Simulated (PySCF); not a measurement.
Species: C4H3F.
Cartesian coordinates in Å at the PBE0-D3(BJ)/def2-SVP level; atoms count from 1:
```
atom  x, y, z in Å
C1     1.414   -0.250    0.395
C2     0.151   -0.034    0.033
C3    -1.126    0.691    0.173
C4    -1.022   -0.256   -0.732
F5    -1.605   -0.927   -1.676
H6     2.008   -1.018   -0.103
H7     1.875    0.335    1.192
H8    -1.687    1.462    0.694
```

The closed-shell ground state was solved at several levels (PySCF, density fitting, gas phase, non-relativistic).

```json
{"level": "PBE0/pcSseg-1", "basis functions": "100", "total energy (Eh)": "-253.6268", "HOMO (eV)": "-6.23", "LUMO (eV)": "-0.26", "gap (eV)": "5.97", "dipole (D)": "1.53"}
{"level": "PBE0/def2-SVPD", "basis functions": "127", "total energy (Eh)": "-253.4796", "HOMO (eV)": "-6.27", "LUMO (eV)": "-0.39", "gap (eV)": "5.88", "dipole (D)": "1.60"}
{"level": "CAM-B3LYP/pcSseg-2", "basis functions": "222", "total energy (Eh)": "-253.9248", "HOMO (eV)": "-7.52", "LUMO (eV)": "0.75", "gap (eV)": "8.27", "dipole (D)": "1.65"}
```

What might B3LYP/pcJ-1 (165 basis functions) give for the same quantities?

Total energy -253.9403 Eh, HOMO -6.00 eV, LUMO -0.51 eV, gap 5.49 eV, dipole 1.53 D.

Over all these levels, which gives the widest orbital gap and which the narrowest?

CAM-B3LYP/pcSseg-2 (range-separated hybrid) has the widest, 8.27 eV, and B3LYP/pcJ-1 (global hybrid, 20 % exact exchange) the narrowest, 5.49 eV. Functional and basis both differ between the two, so the spread mixes both effects.

How far do the dipole and the HOMO energy spread over the levels?

The dipole runs from 1.53 to 1.65 D (mean 1.58 D) and the HOMO from -7.52 to -6.00 eV.
